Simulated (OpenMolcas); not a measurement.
How basis sets differ on AlSiNH8 (SMILES [AlH3-][NH2+][SiH3])

AlSiNH8 has 11 atoms, charge 0, and is taken as a singlet. SMILES: `[AlH3-][NH2+][SiH3]`. The shape is that of a PBE0-D4/def2-TZVP optimisation.

Quantity: the HOMO–LUMO gap, in eV. The values are calculated.

```json
{"level": "HF/ANO-R0 (sfX2C)", "kind": "Hartree–Fock", "program": "OpenMolcas", "value (eV)": "13.67", "CPU time": "3 s"}
{"level": "HF/ANO-RCC-MB (DKH2)", "kind": "Hartree–Fock", "program": "OpenMolcas", "value (eV)": "15.26", "CPU time": "3.5 s"}
{"level": "HF/STO-3G", "kind": "Hartree–Fock", "program": "OpenMolcas", "value (eV)": "19.11", "CPU time": "2 s"}
{"level": "HF/3-21G", "kind": "Hartree–Fock", "program": "OpenMolcas", "value (eV)": "13.36", "CPU time": "2.5 s"}
{"level": "HF/ANO-RCC-VDZ (DKH2)", "kind": "Hartree–Fock", "program": "OpenMolcas", "value (eV)": "12.23", "CPU time": "4.4 s"}
{"level": "HF/def2-SVP", "kind": "Hartree–Fock", "program": "OpenMolcas", "value (eV)": "13.40", "CPU time": "7.7 s"}
```

The values span 12.23 to 19.11 eV. A Hartree–Fock LUMO above zero doesn't converge with the basis: it sinks as sets grow more diffuse. Orbital gaps aren't excitation energies. Times are those of the runs behind each value, whatever else they computed, on shared processors of several kinds: orders of magnitude only.
